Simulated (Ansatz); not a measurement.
Input file:

```yaml
crystal:
  periodic: [false, false, false]
  atoms:
    - {symbol: Zr, position_ang: [0.000000, 0.000000, 0.000000]}
    - {symbol: S, position_ang: [0.000000, 0.000000, 2.454200]}
basis:
  gaussian: {orbitals: def2-TZVPP}
magnetization: {spin_polarized: true, initial_magnetization: 2}
correlation: {method: ccsdt_q, electrons: outside_noble_gas}
```

```sh
$ ansatz run in.yaml --threads 2 --pin off --events-out ev --progress --plain --max-ram 24576MiB --backend cuda --devices 0, --max-vram 18GiB
```

Output:

```
1180 factors; integrals over basis functions are off by at most 2.2e-7 eV
mean field evaluation 1: about -12078.0411 eV, gradient 2.3e1 eV
mean field evaluation 2: about -12078.1474 eV, gradient 2.3e1 eV
mean field evaluation 4: about -12082.8230 eV, gradient 2.9e0 eV
mean field evaluation 8: about -12083.0840 eV, gradient 6.3e-1 eV
mean field evaluation 16: about -12083.1523 eV, gradient 2.2e-3 eV
mean field evaluation 32: about -12081.8240 eV, gradient 1.2e0 eV
mean field evaluation 64: about -12082.4659 eV, gradient 3.5e-1 eV
mean field evaluation 96: about -12083.2935 eV, gradient 2.5e-6 eV
mean field evaluation 128: about -12081.8749 eV, gradient 7.9e-1 eV
mean field evaluation 160: about -12083.1348 eV, gradient 3.3e-1 eV
...
cycle  19  -7.60067722 eV  change   -6.3e-5 eV  update   4.6e-5
cycle  20  -7.60067220 eV  change    5.0e-6 eV  update   2.9e-5
cycle  21  -7.60064961 eV  change    2.3e-5 eV  update   1.8e-5
cycle  22  -7.60063635 eV  change    1.3e-5 eV  update   1.2e-5
cycle  23  -7.60062932 eV  change    7.0e-6 eV  update   6.9e-6
cycle  24  -7.60062194 eV  change    7.4e-6 eV  update   4.7e-6
cycle  25  -7.60062354 eV  change   -1.6e-6 eV  update   3.1e-6
cycle  26  -7.60062735 eV  change   -3.8e-6 eV  update   2.0e-6
cycle  27  -7.60062770 eV  change   -3.4e-7 eV  update   1.3e-6
cycle  28  -7.60062840 eV  change   -7.1e-7 eV  update   1.0e-6
perturbative correction -0.09518868 eV, -0.0034981193 hartree
Total energy: -12090.84814101 eV, -444.3304737110 hartree
```

Ran on 2 threads of AMD EPYC 7R13 with a shared H100 80 GB, shared host: 69 s wall, 0.98 GiB peak host memory.
